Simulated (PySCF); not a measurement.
**TDDFT excited states: C4H9P**

Compound: C4H9P.
SMILES with atom numbers: `[CH3:1][C@@H:2]1[CH2:3][P:4]1[CH3:5]` (hydrogens: H6, H7, H8 on C1; H9 on C2; H10, H11 on C3; H12, H13, H14 on C5)

Geometry (GFN2-xTB, Å), atoms numbered from 1 in this order:
```xyz
14
C4H9P angstrom
C     -2.0225   -0.5025    0.1962
C     -0.6046   -0.1375    0.5573
C     -0.1021    1.2341    0.1935
P      0.6916   -0.1268   -0.7694
C      2.2060   -0.4055    0.2759
H     -2.7208   -0.0470    0.8992
H     -2.2618   -0.1508   -0.8052
H     -2.1626   -1.5814    0.2242
H     -0.2904   -0.5221    1.5236
H      0.5027    1.7731    0.9109
H     -0.7858    1.8694   -0.3543
H      3.0357    0.1578   -0.1487
H      2.4645   -1.4631    0.2472
H      2.0494   -0.0981    1.3073
```

The calculation used PySCF 2.14.0, density-fitted response routines, TDDFT PBE0/def2-SVPD, vertical, gas phase, core orbitals frozen in the response.

Problem. What does the calculation give for the low-lying excited states?

Solution. 

```tsv
state	E (eV)	E (kJ/mol)	λ (nm)	f	main configurations (H = HOMO, L = LUMO)
S1	6.50	627	190.7	0.035	H→L (74%), H→L+1 (15%)
S2	6.60	637	187.7	0.033	H→L+1 (64%), H-1→L (16%), H→L (12%)
S3	6.78	654	182.8	0.0035	H-1→L+1 (58%), H-1→L (17%), H→L+2 (13%)
S4	6.83	659	181.5	0.034	H→L+2 (78%), H-1→L+1 (14%)
S5	7.11	686	174.5	0.0055	H-1→L+2 (92%)
S6	7.25	700	171.0	0.181	H-1→L (55%), H→L+1 (11%), H-1→L+1 (9%)
S7	7.42	716	167.1	0.103	H→L+3 (91%)
S8	7.72	745	160.6	0.019	H-1→L+3 (83%)
```

Triplets, Tamm–Dancoff:

| state | E (eV) | λ (nm) | main configurations (H = HOMO, L = LUMO) |
| --- | --- | --- | --- |
| T1 | 5.26 | 235.8 | H→L (89%) |
| T2 | 5.53 | 224.2 | H-1→L (57%), H→L+1 (23%) |
| T3 | 5.77 | 215.0 | H→L+1 (53%), H-1→L (31%) |

The lowest singlet lies at 6.50 eV (191 nm, vacuum ultraviolet) and is of moderate strength; its leading configuration is HOMO→LUMO (74%). The most intense listed level is S6 at 7.25 eV (171 nm, f = 0.181), 0.75 eV above S1. Löwdin shares by element: HOMO phosphorus 52%, carbon 38% or more; LUMO phosphorus 40%, carbon 36% or more (atoms not listed hold the other 24%). The listed states span 1.22 eV, and the widest gap between neighbours is 0.30 eV (S7 to S8). The oscillator strengths of these states sum to 0.414; summed over the whole spectrum of an exact calculation they would give the number of electrons, 48 (Thomas–Reiche–Kuhn). Of the 8 states listed, 6 reach f = 0.01 and none stays under 0.0005. Only the lowest 8 singlets were computed, as vertical energies without vibronic structure.
